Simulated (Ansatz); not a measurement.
The same path of C₂H₂Cl (5 atoms, charge -1, multiplicity 1) was run twice with different band settings. The coordinate that changes most is the angle C1–C2–Cl3.

Computed with RKS PBE0-D4/def2-SVP (Ansatz).

Relaxed end points:

```xyz
5
Properties=species:S:1:pos:R:3
C 0.501 -0.153 0.147
C -0.787 -0.542 0.280
Cl -1.860 0.751 -0.666
H 0.885 0.731 -0.394
H 1.261 -0.787 0.634
```

```xyz
5
Properties=species:S:1:pos:R:3
C 0.512 0.172 -0.064
C -0.750 0.513 -0.406
Cl -1.914 -0.821 0.355
H 1.318 0.835 -0.421
H 0.834 -0.698 0.535
```

Common settings: movable images 9; climbing image yes; spring 5.0 eV/Å²; start path IDPP; force threshold 0.03 eV/Å; iteration limit 60; end points relaxed.

| run | optimiser | largest step |
| --- | --- | --- |
| 1 | quadratic models (default) | default |
| 2 | fire | 0.5 Å |

Task: What does each run give, and how far can it be trusted?

Result: Run 1: converged after 7 iterations, highest image 2.450 eV above the first end. A vibrational analysis at the climbing image gives one clearly imaginary mode, 630i cm⁻¹: a first-order saddle point.
Run 2: converged after 26 iterations, highest image 2.450 eV above the first end. Another band between the same ends (9 images) ends at a top of the same energy, where a vibrational analysis finds 1 clearly imaginary mode.
Limits of this set-up: an anion without diffuse functions, the dipole of an ion depends on the origin.
